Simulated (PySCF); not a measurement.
N-ethylmethylamine, C₃H₉N.
Numbering: `[CH3:1][CH2:2][NH:3][CH3:4]` (hydrogens: H5, H6, H7 on C1; H8, H9 on C2; H10 on N3; H11, H12, H13 on C4)

Computed, not measured: TDDFT CAM-B3LYP/def2-SVPD, vertical, gas phase, core orbitals frozen in the response (PySCF). Geometry: GFN2-xTB, one conformer, isolated molecule. Torsions of this conformer, `[CH3:1][CH2:2][NH:3][CH3:4]`: C1–C2–N3–C4 178°.

```
state  E (eV)  λ (nm)       f  main configurations (H = HOMO, L = LUMO)
   S1    6.03   205.5  0.0025                                 H→L (86%)
   S2    6.97   177.9   0.031                  H→L+1 (56%), H→L+2 (33%)
   S3    7.05   175.8   0.016                  H→L+2 (52%), H→L+1 (36%)
   S4    7.79   159.1   0.076                  H→L+3 (74%), H→L+4 (14%)
   S5    8.07   153.7   0.049                   H→L+4 (77%), H→L+3 (9%)
   S6    8.32   148.9   0.013                               H→L+5 (86%)
   S7    9.11   136.2   0.017    H→L+7 (43%), H→L+8 (19%), H→L+10 (17%)
   S8    9.16   135.3  0.0026     H→L+7 (43%), H→L+9 (27%), H→L+8 (18%)
```

Triplets, Tamm–Dancoff:

```tsv
state	E (eV)	λ (nm)	main configurations (H = HOMO, L = LUMO)
T1	5.80	213.9	H→L (80%)
T2	6.81	182.2	H→L+2 (54%), H→L+1 (26%)
T3	6.95	178.5	H→L+1 (64%), H→L+2 (25%)
```

The lowest singlet comes at 205 nm (582 kJ/mol) in the ultraviolet; it is very weak; its leading configuration is HOMO→LUMO (86%). The most intense listed level is S4 at 7.79 eV (159 nm, f = 0.076), 1.76 eV above S1. Löwdin shares by element: HOMO nitrogen 60%, carbon 20% or more, hydrogen 5% or more; LUMO carbon 49%, hydrogen 9% or more (atoms not listed hold the other 42%). Of the 8 states listed, 6 reach f = 0.01 and none stays under 0.0005. The oscillator strengths of these states sum to 0.207; summed over the whole spectrum of an exact calculation they would give the number of electrons, 34 (Thomas–Reiche–Kuhn). Weighted by f, the mean energy of these states is 7.82 eV. Singlets were solved by full linear response, triplets in the Tamm–Dancoff approximation.

Time: 14 s. Hardware: one thread of an Arm Neoverse V2, no GPU (shared host).
